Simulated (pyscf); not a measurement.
Optimised with ωB97X-D3(BJ)/def2-SVP in PySCF. Correlated levels are frozen-core, on RHF or UHF. ΔMP2 is the change of the MP2 total energy from the triple- to the quadruple-zeta basis.

PBE/def2-TZVP puts the barrier of HO–PH–PH₂ -> HP=PH + water (H₂O) (elimination; singlet surface; O–P, H–P broken, H–O formed) at 152.3 kJ/mol and the reaction energy at +92.7 kJ/mol, from the reactant's lowest minimum found. What do r²SCAN/def2-TZVP, B3LYP-D3(BJ)/def2-TZVP, CCSD(T)/def2-TZVPP + ΔMP2(QZVPP) give on the same structures?

r²SCAN: ΔE‡ = 170.7 kJ/mol, ΔE = +103.3 kJ/mol; B3LYP-D3(BJ): ΔE‡ = 180.2 kJ/mol, ΔE = +96.9 kJ/mol; CCSD(T): ΔE‡ = 182.0 kJ/mol, ΔE = +77.7 kJ/mol. PBE's barrier lies under all of them, by 18.4 to 29.7 kJ/mol. Its reaction energy lies among theirs. One saddle was located; it need not be the lowest between these sides. The CCSD(T) − MP2 part came from Ansatz, without density fitting, on the same reference.
